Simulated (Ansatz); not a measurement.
A made-up structure of Si2H5O (charge -1), singlet:

O1  (-2.170, 1.091, -0.247)
Si2  (-0.764, 0.671, -0.779)
Si3  (0.582, -0.577, 0.751)
H4  (-0.699, -0.237, -2.004)
H5  (0.217, 1.771, -1.172)
H6  (-2.748, 1.727, 0.203)
H7  (1.932, -0.977, 0.207)
H8  (-0.014, -1.879, 1.210)
(Å)

It is relaxed with PBE-D4/def2-SVPD and then PBE0-D4/def2-TZVPD (Ansatz 0.2.0). Atoms count as bonded within 1.22 times the sum of their covalent radii (H–H: 0.88 Å). The end point is not checked to be a true minimum.

Does its bonding change? (A judgement: the text doesn't fix the answer.)

By the calculation: No: no bond forms or breaks.

Where it ends: The first stage lowers the energy by 1.75 eV in 12 steps. It ends as Si₂H₅O ([OH][SiH2][SiH2]), total charge -1:
```
8
angstrom
O -2.0979 1.2526 -0.4156
Si -0.6227 0.5221 -0.8347
Si 0.3192 -0.4317 1.0828
H -1.0093 -0.2794 -2.0547
H 0.2362 1.6175 -1.4297
H -2.1320 1.3073 0.5441
H 1.7326 -0.5222 0.5013
H -0.0895 -1.8752 0.7759
```

Labels in which every atom is bracketed show which atoms are joined, not bond orders.

For scale, one of the runs: PBE0-D4/def2-TZVPD relaxation, 171 basis functions, launched by `ansatz run in.yaml --threads 2 --pin off --events-out ev --progress --plain --max-ram 4352MiB`. The run took about 29 s on 2 CPU threads of an Intel Xeon Platinum 8259CL (shared host).
